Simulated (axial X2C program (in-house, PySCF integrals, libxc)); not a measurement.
# What spin–orbit coupling does to BS⁻

Computed with an in-house relativistic program for diatomic molecules. Spin-free means the one-electron spin-free X2C Hamiltonian; two-component (2c) means X2C with spin–orbit coupling and atomic mean-field two-electron Coulomb and Gaunt terms, so the difference of the two also holds small scalar two-electron terms. Basis: S dyall-av3z [9s8p3d2f], B dyall-av3z [8s7p3d2f] (cores contracted in-house); Gaussian nuclei, density fitting, unrestricted open shells. Masses: S 31.972 u, B 11.009 u.

Spin-free state: M_S = 0, Λ = 0 (closed shell); fragments S- + B.

| level | Re (Å) | ωe (cm⁻¹) | De (eV) | μ (D) |
| --- | --- | --- | --- | --- |
| PBE0 | 1.687 | 1000.4 | 6.039 | -3.76 |
| HF | 1.686 | 1027.0 | 4.397 | -3.37 |
| MP2 | 1.686 | 1013.0 | 6.200 | n/a |
| CCSD | 1.692 | 1003.7 | 5.715 | n/a |
| CCSD(T) | 1.697 | 988.1 | 5.922 | n/a |
| PBE50 | 1.678 | 1030.9 | 5.872 | -3.66 |

Correlated methods: 10 electrons correlated (number of frozen shells: S 2 s, 1 p; B 1 s), 206 virtual spin orbitals or spinors in MP2, 88 natural virtuals in coupled cluster.

Dipoles are positive if B is the positive end and refer to the centre of mass.

Two-component determinant lowest at the distance of the search:

Ω = 0 (closed shell); fragments S- + B.

```
  level  Re (Å)  ωe (cm⁻¹)  De (eV)  μ (D)
   PBE0   1.687     1000.3    6.037  -3.76
     HF   1.686     1026.8    4.366  -3.37
    MP2   1.686     1012.8    6.180    n/a
   CCSD   1.692     1003.4    5.695    n/a
CCSD(T)   1.697      987.7    5.902    n/a
  PBE50   1.678     1030.8    5.869  -3.66
```

Problem. From the two tables, how do the constants change at the CCSD(T) level (2c against spin-free)?

Solution. At the CCSD(T) level Re is unchanged within 0.001 Å and ωe goes down by 0.4 cm⁻¹; De changes by -0.020 eV.

The state is one determinant whose occupation by symmetry is held fixed; it was picked as the lowest of a PBE0 search that is not exhaustive. Closed shells are restricted here (equal orbitals for both partners); the stretched side of such a curve lies too high. Dissociation energies refer to the lowest single-determinant-based atoms at the same level and basis. CCSD and (T) use frozen natural virtuals with an MP2 correction for the truncation; (T) itself is uncorrected, so its De runs slightly low. The 2c atoms are single determinants rather than J levels; their spin–orbit lowering is only partly caught, and De is too large by that part. This holds for PBE0, PBE50. Without a current term, density functionals place determinants with orbital angular momentum somewhat too high. The highest occupied level of some functionals is positive through self-interaction error; at Hartree–Fock it is bound. Hartree–Fock gets electron affinities wrong, so its lowest charge split need not be the true one.
